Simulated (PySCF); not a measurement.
# BNH₆: spin-spin couplings and electronic excitations at several levels of theory, part 2 of 2

PySCF 2.14.0. Atoms count from 0.

## Step 8: TDDFT and polarisability: B3LYP/def2-SVPD

What the job is given:

```
{"job": {"kind": "uv", "xc": "B3LYP", "basis": "def2-SVPD", "ip": true}, "charge": 0, "multiplicity": 1}
B     -0.792469    -0.024515     0.141775
N      0.834932    -0.095702     0.005792
H     -1.226024    -0.337508    -0.960083
H     -1.082168    -0.827509     1.019450
H     -1.043846     1.134563     0.447522
H      1.289523     0.150597     0.885615
H      1.174101     0.548720    -0.709143
H      1.143594    -1.033857    -0.250937
```

Level: TDDFT B3LYP/def2-SVPD, vertical, gas phase, core orbitals frozen in the response.

Output:

```text
coarse grid: 5872 points
cycle   1  E = -83.1127223084  dE = -1.054e-01  |g| = 3.412e-01  |ddm| = 3.026e+00
cycle   2  E = -83.1240134872  dE = -1.129e-02  |g| = 3.147e-01  |ddm| = 1.049e+00
cycle   3  E = -83.1567966292  dE = -3.278e-02  |g| = 4.272e-02  |ddm| = 4.909e-01
cycle   4  E = -83.1571816447  dE = -3.850e-04  |g| = 2.131e-02  |ddm| = 7.538e-02
cycle   5  E = -83.1572811402  dE = -9.950e-05  |g| = 2.087e-03  |ddm| = 2.250e-02
cycle   6  E = -83.1572825456  dE = -1.405e-06  |g| = 2.115e-04  |ddm| = 6.262e-03
final grid: 54432 points
cycle   7  E = -83.1664317487  dE = -2.240e-05  |g| = 3.883e-03  |ddm| = 5.714e-02
cycle   8  E = -83.1664286829  dE =  3.066e-06  |g| = 5.479e-03  |ddm| = 6.695e-03
cycle   9  E = -83.1664349680  dE = -6.285e-06  |g| = 6.843e-05  |ddm| = 3.969e-03
cycle  10  E = -83.1664349687  dE = -6.705e-10  |g| = 4.896e-05  |ddm| = 2.212e-04
cycle  11  E = -83.1664349694  dE = -7.531e-10  |g| = 5.773e-06  |ddm| = 8.963e-05
converged SCF energy = -83.1664349694

Static polarisability (au): isotropic 32.353, principal 31.829 31.837 33.393

Singlet excitations
state   eV       nm        f      main configurations
  1   5.9990    206.7   0.00524   H->L 1.00
  2   5.9998    206.6   0.00523   H-1->L 1.00
  3   7.9894    155.2   0.00000   H->L+1 0.43, H-1->L+2 0.40, H->L+2 0.09
  4   8.0211    154.6   0.00031   H-1->L+2 0.51, H->L+1 0.48
  5   8.0213    154.6   0.00028   H->L+2 0.49, H-1->L+1 0.49
  6   8.0501    154.0   0.00267   H-1->L+1 0.38, H->L+2 0.37, H-2->L 0.09
  7   8.0942    153.2   0.09148   H->L+3 0.98
  8   8.0951    153.2   0.09144   H-1->L+3 0.99
  9   8.2967    149.4   0.10332   H-2->L 0.89
 10   9.2217    134.4   0.00000   H->L+4 0.44, H-1->L+5 0.44

Triplet excitations (Tamm-Dancoff, eV): 5.9007 5.9015 7.8461 7.8471
Vertical ionisation energy (delta-SCF) = 10.4899 eV
```

It took 6.9 s on 1 thread of Arm Neoverse V1, shared host; peak memory 0.39 GiB.

This run: HOMO -7.57 eV, LUMO -0.62 eV; lowest singlet 6.00 eV.

## Step 9: TDDFT and polarisability: PBE0/def2-SVPD

Settings changed since step 8:

```diff
@@ -1,2 +1,2 @@
-{"job": {"kind": "uv", "xc": "B3LYP", "basis": "def2-SVPD", "ip": true}, "charge": 0, "multiplicity": 1}
+{"job": {"kind": "uv", "xc": "PBE0", "basis": "def2-SVPD", "ip": true}, "charge": 0, "multiplicity": 1}
 B     -0.792469    -0.024515     0.141775
```

Level: TDDFT PBE0/def2-SVPD, vertical, gas phase, core orbitals frozen in the response.

Output:

```text
coarse grid: 5872 points
cycle   1  E = -83.0013487468  dE = -1.038e-01  |g| = 3.257e-01  |ddm| = 2.812e+00
cycle   2  E = -83.0189185253  dE = -1.757e-02  |g| = 2.592e-01  |ddm| = 9.172e-01
cycle   3  E = -83.0419224013  dE = -2.300e-02  |g| = 2.797e-02  |ddm| = 4.075e-01
cycle   4  E = -83.0421089671  dE = -1.866e-04  |g| = 1.523e-02  |ddm| = 6.663e-02
cycle   5  E = -83.0421587965  dE = -4.983e-05  |g| = 2.082e-03  |ddm| = 1.416e-02
cycle   6  E = -83.0421598730  dE = -1.076e-06  |g| = 1.953e-04  |ddm| = 4.255e-03
final grid: 54432 points
cycle   7  E = -83.0486657899  dE = -1.950e-05  |g| = 5.597e-03  |ddm| = 4.752e-02
cycle   8  E = -83.0486623920  dE =  3.398e-06  |g| = 6.987e-03  |ddm| = 1.181e-02
cycle   9  E = -83.0486733312  dE = -1.094e-05  |g| = 4.012e-04  |ddm| = 6.074e-03
cycle  10  E = -83.0486733784  dE = -4.725e-08  |g| = 6.956e-05  |ddm| = 6.764e-04
cycle  11  E = -83.0486733798  dE = -1.367e-09  |g| = 9.027e-06  |ddm| = 1.137e-04
cycle  12  E = -83.0486733798  dE = -1.928e-11  |g| = 8.380e-07  |ddm| = 1.887e-05
converged SCF energy = -83.0486733798

Static polarisability (au): isotropic 31.962, principal 31.405 31.413 33.069

Singlet excitations
state   eV       nm        f      main configurations
  1   6.2832    197.3   0.00716   H->L 0.99
  2   6.2839    197.3   0.00717   H-1->L 0.99
  3   8.2894    149.6   0.09105   H->L+1 0.94
  4   8.2900    149.6   0.09113   H-1->L+1 0.94
  5   8.2930    149.5   0.00026   H->L+2 0.45, H-1->L+3 0.42
  6   8.3363    148.7   0.00167   H-1->L+3 0.45, H->L+2 0.44
  7   8.3366    148.7   0.00178   H->L+3 0.46, H-1->L+2 0.44
  8   8.3633    148.2   0.00281   H-1->L+2 0.40, H->L+3 0.39, H-2->L 0.10
  9   8.6272    143.7   0.10939   H-2->L 0.89
 10   9.4271    131.5   0.00000   H->L+4 0.38, H-1->L+5 0.38, H->L+5 0.10

Triplet excitations (Tamm-Dancoff, eV): 6.1536 6.1542 7.9766 7.9774
Vertical ionisation energy (delta-SCF) = 10.4058 eV
```

It took 8.2 s on 1 thread of Arm Neoverse V1, shared host; peak memory 0.39 GiB.

Key values: HOMO -7.74 eV, LUMO -0.26 eV; lowest singlet 6.28 eV.

## Step 10: Ultraviolet spectrum: BHandHLYP/def2-SVPD

Settings changed since step 9:

```diff
@@ -1,2 +1,2 @@
-{"job": {"kind": "uv", "xc": "PBE0", "basis": "def2-SVPD", "ip": true}, "charge": 0, "multiplicity": 1}
+{"job": {"kind": "uv", "xc": "BHandHLYP", "basis": "def2-SVPD", "ip": true}, "charge": 0, "multiplicity": 1}
 B     -0.792469    -0.024515     0.141775
```

Level: TDDFT BHandHLYP/def2-SVPD, vertical, gas phase, core orbitals frozen in the response.

Output:

```text
coarse grid: 5872 points
cycle   1  E = -83.0644157958  dE = -8.462e-02  |g| = 2.874e-01  |ddm| = 2.792e+00
cycle   2  E = -83.0899482491  dE = -2.553e-02  |g| = 1.390e-01  |ddm| = 7.468e-01
cycle   3  E = -83.0962679829  dE = -6.320e-03  |g| = 2.236e-02  |ddm| = 2.367e-01
cycle   4  E = -83.0964267550  dE = -1.588e-04  |g| = 3.033e-03  |ddm| = 7.439e-02
cycle   5  E = -83.0964292573  dE = -2.502e-06  |g| = 1.526e-03  |ddm| = 7.788e-03
final grid: 54432 points
cycle   6  E = -83.1024529895  dE = -1.030e-05  |g| = 7.725e-04  |ddm| = 3.953e-02
cycle   7  E = -83.1024531221  dE = -1.327e-07  |g| = 3.597e-04  |ddm| = 2.730e-03
cycle   8  E = -83.1024531427  dE = -2.058e-08  |g| = 1.940e-04  |ddm| = 4.289e-04
cycle   9  E = -83.1024531510  dE = -8.235e-09  |g| = 1.292e-05  |ddm| = 1.760e-04
cycle  10  E = -83.1024531510  dE = -6.180e-11  |g| = 4.592e-06  |ddm| = 2.962e-05
converged SCF energy = -83.1024531510

Static polarisability (au): isotropic 31.027, principal 30.628 30.635 31.819

Singlet excitations
state   eV       nm        f      main configurations
  1   6.9164    179.3   0.01249   H->L 0.97
  2   6.9173    179.2   0.01248   H-1->L 0.97
  3   8.7593    141.5   0.10197   H->L+1 0.97
  4   8.7603    141.5   0.10198   H-1->L+1 0.97
  5   8.9507    138.5   0.00000   H->L+2 0.36, H-1->L+3 0.35, H->L+3 0.11
  6   9.0493    137.0   0.00833   H-2->L 0.39, H->L+3 0.25, H-1->L+2 0.20
  7   9.0561    136.9   0.00025   H-1->L+3 0.39, H->L+2 0.38, H-1->L+2 0.11
  8   9.0563    136.9   0.00026   H-1->L+2 0.41, H->L+3 0.36, H-1->L+3 0.11
  9   9.2940    133.4   0.11827   H-2->L 0.57, H-1->L+2 0.16, H->L+3 0.16
 10   9.9045    125.2   0.00000   H->L+4 0.44, H-1->L+5 0.43

Triplet excitations (Tamm-Dancoff, eV): 6.7647 6.7656 8.4277 8.4286
Vertical ionisation energy (delta-SCF) = 10.5048 eV
```

Wall time 10 s (1 thread of Arm Neoverse V1, shared host); peak memory 0.39 GiB.

In short: HOMO -9.09 eV, LUMO 0.23 eV; lowest singlet 6.92 eV.

## Step 11: Ultraviolet spectrum: CAM-B3LYP/def2-SVPD

Settings changed since step 10:

```diff
@@ -1,2 +1,2 @@
-{"job": {"kind": "uv", "xc": "BHandHLYP", "basis": "def2-SVPD", "ip": true}, "charge": 0, "multiplicity": 1}
+{"job": {"kind": "uv", "xc": "CAM-B3LYP", "basis": "def2-SVPD", "ip": true}, "charge": 0, "multiplicity": 1}
 B     -0.792469    -0.024515     0.141775
```

With the program's defaults for keys left out, this is: TDDFT CAM-B3LYP/def2-SVPD, vertical, gas phase, core orbitals frozen in the response.

Output:

```text
coarse grid: 5872 points
cycle   1  E = -83.0650977432  dE = -7.705e-02  |g| = 2.844e-01  |ddm| = 2.943e+00
cycle   2  E = -83.0901139862  dE = -2.502e-02  |g| = 1.453e-01  |ddm| = 7.242e-01
cycle   3  E = -83.0968822547  dE = -6.768e-03  |g| = 2.104e-02  |ddm| = 2.709e-01
cycle   4  E = -83.0970276506  dE = -1.454e-04  |g| = 4.670e-03  |ddm| = 8.130e-02
cycle   5  E = -83.0970317198  dE = -4.069e-06  |g| = 3.100e-03  |ddm| = 9.181e-03
final grid: 54432 points
cycle   6  E = -83.1068444031  dE = -1.604e-05  |g| = 6.079e-03  |ddm| = 4.102e-02
cycle   7  E = -83.1068431077  dE =  1.295e-06  |g| = 6.646e-03  |ddm| = 9.073e-03
cycle   8  E = -83.1068519849  dE = -8.877e-06  |g| = 6.723e-05  |ddm| = 4.502e-03
cycle   9  E = -83.1068519871  dE = -2.215e-09  |g| = 2.066e-05  |ddm| = 2.663e-04
cycle  10  E = -83.1068519872  dE = -1.496e-10  |g| = 5.156e-06  |ddm| = 5.096e-05
converged SCF energy = -83.1068519872

Static polarisability (au): isotropic 31.925, principal 31.498 31.506 32.772

Singlet excitations
state   eV       nm        f      main configurations
  1   6.5979    187.9   0.01191   H->L 0.97
  2   6.5988    187.9   0.01190   H-1->L 0.97
  3   8.4704    146.4   0.09324   H->L+1 0.97
  4   8.4713    146.4   0.09326   H-1->L+1 0.97
  5   8.5675    144.7   0.00000   H->L+2 0.44, H-1->L+3 0.43
  6   8.6588    143.2   0.01142   H-2->L 0.45, H->L+3 0.25, H-1->L+2 0.24
  7   8.6922    142.6   0.00042   H-1->L+3 0.44, H->L+2 0.43
  8   8.6925    142.6   0.00041   H-1->L+2 0.44, H->L+3 0.43
  9   8.9649    138.3   0.10653   H-2->L 0.51, H-1->L+2 0.21, H->L+3 0.21
 10   9.6350    128.7   0.00000   H->L+4 0.44, H-1->L+5 0.44

Triplet excitations (Tamm-Dancoff, eV): 6.4609 6.4618 8.1746 8.1754
Vertical ionisation energy (delta-SCF) = 10.5615 eV
```

Wall time 8.9 s (1 thread of Arm Neoverse V1, shared host); peak memory 0.4 GiB.

In short: HOMO -9.23 eV, LUMO 0.38 eV; lowest singlet 6.60 eV.

## Step 12: Run by run: spin-spin couplings

Couplings (Hz), each a mean over the pairs like the one named, with basis size and wall time:

```tsv
run	B0–H2	N1–H5	H5–H6	H2–H3	H2–H5	N1–H2	B0–H5	functions	time
B3LYP/def2-TZVP	105.2	-66.6	-11.2	-7.1	5.1	-2.7	-2.5	98	4.2 s
B3LYP/cc-pVTZ	105.9	-60.2	-10.2	-7.3	4.9	-2.1	-2.0	144	6.3 s
B3LYP/6-31G*	121.5	-69.6	-12.6	-9.4	4.9	-1.7	-2.5	40	2 s
```

## Step 13: Comparing the runs: electronic excitations

Excitations and ground-state properties, with basis size and wall time:

```tsv
run	lowest singlet (eV)	brightest (eV)	f	gap (eV)	α (Å³)	μ (D)	functions	time
HF/def2-SVPD	8.17	10.80	0.114	13.00	4.41	5.52	88	1.1 s
LDA/def2-SVPD	5.37	7.63	0.091	5.35	5.06	5.41	88	5.3 s
PBE/def2-SVPD	5.37	7.63	0.080	5.35	4.94	5.38	88	7.9 s
B3LYP/def2-SVPD	6.00	8.30	0.103	6.95	4.79	5.41	88	6.9 s
PBE0/def2-SVPD	6.28	8.63	0.109	7.48	4.74	5.42	88	8.2 s
BHandHLYP/def2-SVPD	6.92	9.29	0.118	9.32	4.60	5.45	88	10 s
CAM-B3LYP/def2-SVPD	6.60	8.96	0.107	9.61	4.73	5.45	88	8.9 s
```

## Step 14: What came out

This closing draws on all 2 parts.

| quantity | value |
| --- | --- |
| largest coupling of the table (B3LYP/def2-TZVP) | 1J(B,H) B0–H2, 105.2 Hz |
| lowest singlet (HF/def2-SVPD) | 8.17 eV (152 nm), f = 0.045 |
| brightest single state of those computed | state 9, 10.80 eV, f = 0.114 |
| lowest triplet | 7.74 eV |
| vertical ionisation energy (ΔSCF) | 9.81 eV |
| range of J(B0,H2), mean over like pairs | 105.2 to 121.5 Hz |
| range of the lowest singlet | 5.37 to 8.17 eV |

**Reading.** Single values in the summary come from the first run of each kind that ended normally (B3LYP/def2-TZVP; HF/def2-SVPD), which need not be the best level. Of the pairs tabulated at B3LYP/def2-TZVP, B0–H2 (mean over like pairs) couples most strongly (105.2 Hz; Fermi contact 104.9 Hz). The lowest singlet, at 8.17 eV, is HOMO→LUMO 0.89 and is weak; of the 10 states computed, the strongest absorption comes from states 3 to 4 together at 9.55 eV. The lowest triplet lies 0.43 eV below the lowest singlet (triplets in Tamm-Dancoff, singlets in full TDDFT). At HF/def2-SVPD, the highest states lie near or above the ionisation energy, where they hang on the basis. The orbital energy would give 11.17 eV for ionisation, ΔSCF gives 9.81 eV. The coupling B0–H2, as a mean over pairs of its kind, runs from 105.2 Hz (B3LYP/def2-TZVP) to 121.5 Hz (B3LYP/6-31G*). The lowest singlet runs from 5.37 eV (LDA/def2-SVPD) to 8.17 eV (HF/def2-SVPD), while the orbital gap spans 5.35 to 13.00 eV. The lowest state need not be the same one in every run. The runs solved for a few states only, so the brightest column depends on that window. Couplings from bases without tight functions are rough.
